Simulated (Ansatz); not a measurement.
## 1T (CdI2-type) TiTe₂: enthalpy of formation by level of theory

No measured value is used here.

**Question.** Put these levels in order of the enthalpy of formation that they give for 1T (CdI2-type) TiTe₂, smallest first: PBE (Ansatz, a program for electronic structure), rVV10 (Ansatz), r²SCAN+rVV10 (Ansatz).

**Answer.** r²SCAN+rVV10 (-0.837 eV/atom), PBE (-0.702 eV/atom), rVV10 (-0.648 eV/atom)

Density-functional levels without +SOC have no spin–orbit coupling, which shifts binding energies of heavy elements. PBE: the cell comes from a level without a dispersion term, which matters for the spacing of layers, chains or molecules. Each level is taken at its own relaxed cell. Ansatz's density-functional and Hartree–Fock values are scalar-relativistic unless marked +SOC, with PAW data made under PBE.
